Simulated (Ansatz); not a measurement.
This geometry of CH2O2S (6 atoms, charge 0, multiplicity 1) is a first-order saddle point.

Computed with RKS PBE/def2-TZVP in Ansatz 0.2.0.

```xyz
6
Properties=species:S:1:pos:R:3
H 0.983 -0.180 -1.220
O 0.157 -0.982 -0.550
C -0.006 0.137 0.058
O -0.840 0.262 1.082
S 0.955 1.378 -0.607
H -1.249 -0.615 1.237
```

(1) Which two structures does it join? (They come from a converged band through this point; their orientation in space is the band's.)

(2) How far does it lie above each of them?

## Answers

(1) Bonds broken: H1–O2. Bonds formed: H1–S5.

First end point:

```xyz
6
Properties=species:S:1:pos:R:3
H 0.851 -0.739 -1.273
O 0.198 -0.873 -0.558
C 0.062 0.331 0.050
O -0.818 0.252 1.054
S 0.859 1.696 -0.377
H -1.153 -0.668 1.104
```

Last end point:

```xyz
6
Properties=species:S:1:pos:R:3
H 1.452 0.360 -1.568
O -0.123 -1.302 -0.340
C -0.086 -0.157 0.042
O -0.811 0.342 1.078
S 0.906 1.166 -0.629
H -1.338 -0.410 1.418
```

(2) 0.90 eV above the first and 1.30 eV above the second. This is the barrier of this one path; another mechanism may lie lower. The orbitals stay closed-shell, which can raise the energy where a bond breaks towards radicals; this wasn't checked here.

Time of the run: 79 s on 4 threads of Arm Neoverse N1, with other jobs on the host, peak memory 0.23 GiB.
